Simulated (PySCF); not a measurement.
# H3NF−, a complex of two parts: interaction energy

An exercise on one series of results from a longer session: the logs are not shown, and one member is left open.

Computed with PySCF 2.14.0; each step states its level. No surroundings beyond the atoms listed, unless a continuum is named. Atoms count from 0, parts from 1.

### The system as given

5 atoms, charge -1, multiplicity 1; geometry: GFN2-xTB. Parts: 1 = atoms 0–3, `N`, charge 0; 2 = atom 4, `[F-]`, charge -1.

Set-up of the first run:

The job: settings as JSON, then the geometry in Å.

```
{"job": {"xc": "PBE0", "basis": "def2-TZVPD", "d3": "d3bj", "grid": 3, "kind": "geom", "shake": 0.01}, "charge": -1, "multiplicity": 1, "parts": [{"atoms": "0-3", "charge": 0, "multiplicity": 1}, {"atoms": "4-4", "charge": -1, "multiplicity": 1}]}
N     -0.043399    -0.015527     0.342732
H      0.986395     0.044166     0.395783
H     -0.257119    -0.681132    -0.399292
H     -0.279972     0.910543    -0.074054
F      2.596185     0.159776     0.191075
```

Started as:

```bash
> OMP_NUM_THREADS=1 python cluster_run.py task.json out
```

This one command runs all jobs of the session in turn.

Among the steps run: Geometry optimisation at PBE0-D3(BJ)/def2-TZVPD; Coupled-cluster interaction energy: CCSD(T) and MP2, 1.57 Å; Coupled-cluster interaction energy: CCSD(T) and MP2, 1.65 Å; Coupled-cluster interaction energy: CCSD(T) and MP2, 1.72 Å; Coupled-cluster interaction energy: CCSD(T) and MP2, 1.49 Å; Coupled-cluster interaction energy: CCSD(T) and MP2, 1.96 Å; Coupled-cluster interaction energy: CCSD(T) and MP2, 1.41 Å; Coupled-cluster interaction energy: CCSD(T) and MP2, 2.35 Å; Coupled-cluster interaction energy: CCSD(T) and MP2, 3.13 Å.

One of the session's tables, all rows but one given; the rest of the session is left out.

It belongs to the step «Coupled-cluster interaction energy: CCSD(T) and MP2, 3.13 Å». 

```
                 method  interaction energy (kcal/mol)
         HF/aug-cc-pVDZ                          -5.85
        MP2/aug-cc-pVDZ                          -5.97
       CCSD/aug-cc-pVDZ                          -5.89
    CCSD(T)/aug-cc-pVDZ                          -5.92
         HF/aug-cc-pVQZ                              ?
        MP2/aug-cc-pVQZ                          -6.08
    SCS-MP2/aug-cc-pVQZ                          -5.97
      MP2, extrapolated                          -6.10
CCSD(T), limit estimate                          -6.05
```

**Question.** Estimate the row for HF/aug-cc-pVQZ.

The run gave: interaction energy (kcal/mol): -5.87. In the column «interaction energy (kcal/mol)» it lies between CCSD/aug-cc-pVDZ (-5.89) and HF/aug-cc-pVDZ (-5.85).
